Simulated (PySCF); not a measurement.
The dipole of 2-methylthiazole, `Cc1nccs1` from its density and from atomic charges.

Coordinates (PBE0-D3(BJ)/def2-TZVP, Å) and charges (e) from the PBE0/pcSseg-2 density (PySCF):

```tsv
atom	x	y	z	Mulliken	IAO	Hirshfeld	ESP-fitted
C1	1.949	0.007	0.185	-0.0529	-0.4520	-0.1275	-0.5513
C2	0.468	0.029	0.048	+0.1344	+0.0098	+0.0458	+0.5000
N3	-0.294	-1.012	0.194	-0.3041	-0.3022	-0.1835	-0.4954
C4	-1.606	-0.697	-0.008	-0.0035	-0.0664	-0.0287	+0.0635
C5	-1.864	0.601	-0.313	-0.0968	-0.3627	-0.0997	-0.3256
S6	-0.396	1.474	-0.349	+0.0730	+0.3126	+0.1050	-0.0351
H7	2.243	-0.950	0.614	+0.0597	+0.1793	+0.0598	+0.1668
H8	2.306	0.813	0.829	+0.0411	+0.1630	+0.0524	+0.1574
H9	2.436	0.117	-0.787	+0.0517	+0.1670	+0.0549	+0.1625
H10	-2.357	-1.471	0.084	+0.0273	+0.1693	+0.0599	+0.1333
H11	-2.813	1.074	-0.507	+0.0702	+0.1824	+0.0618	+0.2239
```

Q: Form Σ q r in debye for every column and set it beside the full dipole.

A: The full density gives (0.07, 1.22, -0.28) D, 1.25 D in size; dipole vectors point from the negative to the positive end.

| scheme | μx | μy | μz | size (D) | share of the full size (%) | angle to the full dipole (°) |
| --- | --- | --- | --- | --- | --- | --- |
| Mulliken | 1.44 | 1.83 | -0.29 | 2.34 | 188 | 35 |
| IAO | 0.69 | 2.50 | -0.49 | 2.64 | 211 | 12 |
| Hirshfeld | 0.44 | 1.30 | -0.25 | 1.40 | 112 | 15 |
| ESP-fitted | 0.06 | 1.21 | -0.28 | 1.25 | 100 | 0 |

Q: Which set comes closest?

A: Length of the difference vector: ESP-fitted 0.01 D, Hirshfeld 0.38 D, IAO 1.44 D, Mulliken 1.50 D. Closest: ESP-fitted. 

Q: What is left for the Hirshfeld atoms' own dipoles?

A: The Hirshfeld atoms' densities add up to the full density, so μ = Σ q r + Σ (atomic dipoles). The atomic dipoles sum to (0.07, 1.22, -0.28) − (0.44, 1.30, -0.25) = (-0.37, -0.08, -0.03) D, 0.38 D in size.

Q: With the origin at the mean of the coordinates, (0.007, -0.001, -0.001) Å, which are the largest single terms, by size, of the IAO dipole along the direction of the full one?

A: S6 +2.24, N3 +1.51, H10 -1.28, C5 -0.97, H11 +0.88 D; all 11 atoms together +2.58 D. The single terms depend on the origin, their sum doesn't.

Q: Give the size of the full dipole in other units.

A: 1.25 D = 0.491 au = 0.260 e·Å = 4.17 × 10⁻³⁰ C·m.

Geometry: PBE0-D3(BJ)/def2-TZVP; no solvent, vibrations or thermal averaging.
